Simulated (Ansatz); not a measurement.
Enthalpy of formation (eV/atom) of solids drawn from the class of oxides, at two levels: PBE (Ansatz, a program for electronic structure, plane waves, PAW), and r²SCAN in Ansatz (PAW).

| solid | PBE | r²SCAN |
|---|---|---|
| rutile PbO2 | -0.791 | -0.963 |
| rock-salt SrO | -2.719 | -2.979 |
| anatase TiO2 (metastable phase) | -3.048 | -3.332 |
| cubic perovskite BaZrO3 | -3.282 | ? |
| rock-salt CaO | -2.946 | -3.218 |
| A-type hexagonal La2O3 | -3.393 | -3.682 |
| rutile CrO2 | -1.903 | -2.186 |
| rock-salt MgO | -2.683 | -2.973 |
| cubic perovskite KTaO3 | -2.657 | -2.928 |
| α-quartz (SiO2) | -2.774 | -3.021 |

Estimate the withheld r²SCAN value from the other rows.

One way: carry over the typical difference. The differences r²SCAN − PBE of the other rows, in order: -0.290, -0.289, -0.284, -0.283, -0.272, -0.271, -0.260, -0.247, -0.172; median -0.272. Cubic perovskite BaZrO3: -3.282 + (-0.272) = -3.554 eV/atom; the run gives -3.599 eV/atom. The differences spread from -0.290 to -0.172, so such an estimate is rough. Cubic perovskite BaZrO3 lies outside that spread.

Over all 10 rows r²SCAN is the larger in 0.

Density-functional runs with spin start from parallel moments for rutile CrO2.

Spin–orbit coupling is left out, also for the solids with elements from indium on (rutile PbO2, cubic perovskite BaZrO3, A-type hexagonal La2O3, cubic perovskite KTaO3); its size isn't shown.

The solid named is at each level's own relaxed cell; a reference phase can be a single point on another level's cell. Ansatz's density-functional and Hartree–Fock values are scalar-relativistic unless marked +SOC, with PAW data made under PBE.
